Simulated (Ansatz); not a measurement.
We consider trigonal Te, described by BLYP in Ansatz (PAW).

Numerical settings: plane-wave cutoff 520 eV, 12×12×6 k mesh (along the axes of the cell as run), Fermi–Dirac smearing 0.01 eV, scalar-relativistic PAW data made under PBE.

Cell (relaxed at this level):

```
Te
1.0
    2.60816    -4.51747     0.00000
    2.60816     4.51747     0.00000
    0.00000     0.00000     5.91532
Te
3
Direct
  0.00000   0.22556   0.66667
  0.77444   0.77444   0.00000
  0.22556   0.00000   0.33333
```

**Question.** Estimate the bulk modulus B0, band gap, smallest direct gap on the k points sampled and Γ–Γ gap that the calculation returns.

**Answer.** 
- bulk modulus B0: 2.02 GPa
- band gap: 0.79 eV
- smallest direct gap on the k points sampled: 0.94 eV
- Γ–Γ gap: 1.67 eV

Measured, for comparison: band gap 0.33 eV (temperature not stated, no zero-point or thermal correction, compiled measured gap; kind and temperature not stated; as tabulated in Kothakonda et al. (2022), arXiv:2208.02841); bulk modulus 19 GPa (temperature not stated, no zero-point or thermal correction; as tabulated in Yi et al. (2018), arXiv:1712.00894). Computed (rounded) less measured: bulk modulus -89 % (against room or unstated temperature, where such soft solids are markedly softer).

Note: for a layered or molecular solid the relaxed cell lies over 5 % above the published volume, where the minimum can be shallow; the cell comes from a level without a dispersion term, which matters for the spacing of layers, chains or molecules; the bulk modulus comes from volumes at which shape and atoms were relaxed.

Spin–orbit coupling is not included; with these elements it can move the gap by several tenths of an eV or more.

It cost roughly 24 core-minutes of CPU time.

Ansatz is a quantum-chemistry and plane-wave program.
